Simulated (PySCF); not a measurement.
Work out the structure from these simulated measurements.

Formula: C3H8O2S.

| Quantity | Value |
| --- | --- |
| Dipole | 4.73 D [B97-2/pcSseg-2] |
| NMR, other nuclei | isotropic shieldings of nuclei other than C and H, by class: 130 (2 O), 185 (1 S) ppm [GIAO B97-2/pcSseg-2] |
| 1H NMR | chemical shifts (computed TMS as zero) by class: 2.62 (2 H), 2.38 (3 H), 1.28 (3 H) ppm [GIAO B97-2/pcSseg-2] |
| Rotational structure | rotational constants A, B, C: 4.261, 2.419, 2.332 GHz [PBE0-D3(BJ)/def2-TZVP] |
| 13C NMR | chemical shifts (computed TMS as zero) by class: 52.6 (1 C), 38.2 (1 C), 11.3 (1 C) ppm [GIAO B97-2/pcSseg-2] |

The electronic properties come from PySCF, for the isolated species, density fitting. Levels stand in brackets. Geometry: PBE0-D3(BJ)/def2-TZVP, one conformer, isolated molecule. Each NMR value is the plain mean over a class of atoms that symmetry, rotation or inversion makes alike.

**Question.** Give a SMILES that accounts for the data.

**Answer.** Numbering: `[CH3:1][CH2:2][S:3]([CH3:4])(=[O:5])=[O:6]`. 3 carbons fall into 3 classes; from least to most shielded: sp3 carbon bound to sulfur [C2] (52.6 ppm), S-methyl carbon [C4] (38.2 ppm), methyl carbon [C1] (11.3 ppm). Hydrogen classes from least to most shielded: 2 H on an sp3 carbon bound to sulfur, C2 (2.62 ppm), 3 H on an S-methyl carbon, C4 (2.38 ppm), 3 H on a methyl carbon, C1 (1.28 ppm, a mean of values up to 0.7 ppm apart in this geometry). The other shieldings belong to: 130 ppm, sulfonyl oxygen [O5/O6]; 185 ppm, sulfonyl sulfur [S3]. The optimised geometry has point group C1 and is an asymmetric top. Structure: `CCS(C)(=O)=O`. The assignments are read from this structure; whether some other isomer fits the data as well wasn't checked.

The values belong to the conformer `[CH3:1][CH2:2][S:3]([CH3:4])(=[O:5])=[O:6]`: C1–C2–S3–C4 -65°.
